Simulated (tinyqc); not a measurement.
Inside a calculation. Method: LCCD on RHF in the sto-3g basis, for OH-, spin multiplicity 1. The basis has no diffuse functions, so it cannot describe the extra electron: this is an exercise in the method, not the real anion. One step of it, computed by the program tinyqc.

Task: Orthogonalisation. S = U s U^T; symmetric (Loewdin) form X = U s^(-1/2) U^T, so that X^T S X = 1.

overlap S:
```
           1O 1s     1O 2s    1O 2px    1O 2py    1O 2pz     2H 1s
1O 1s   1.000000  0.236704  0.000000  0.000000  0.000000  0.020293
1O 2s   0.236704  1.000000  0.000000  0.000000  0.000000  0.247566
1O 2px  0.000000  0.000000  1.000000  0.000000  0.000000  0.000000
1O 2py  0.000000  0.000000  0.000000  1.000000  0.000000  0.000000
1O 2pz  0.000000  0.000000  0.000000  0.000000  1.000000  0.238307
2H 1s   0.020293  0.247566  0.000000  0.000000  0.238307  1.000000
```

Give: eigenvalues of S; X.

Result:

eigenvalues of S: 0.6171  0.8468  1.0000  1.0000  1.1353  1.4008

X:
```
          1O 1s    1O 2s  1O 2px  1O 2py   1O 2pz    2H 1s
1O 1s    1.0223  -0.1259  0.0000  0.0000  -0.0030   0.0137
1O 2s   -0.1259   1.0485  0.0000  0.0000   0.0249  -0.1369
1O 2px   0.0000   0.0000  1.0000  0.0000   0.0000   0.0000
1O 2py   0.0000   0.0000  0.0000  1.0000   0.0000   0.0000
1O 2pz  -0.0030   0.0249  0.0000  0.0000   1.0234  -0.1290
2H 1s    0.0137  -0.1369  0.0000  0.0000  -0.1290   1.0490
```
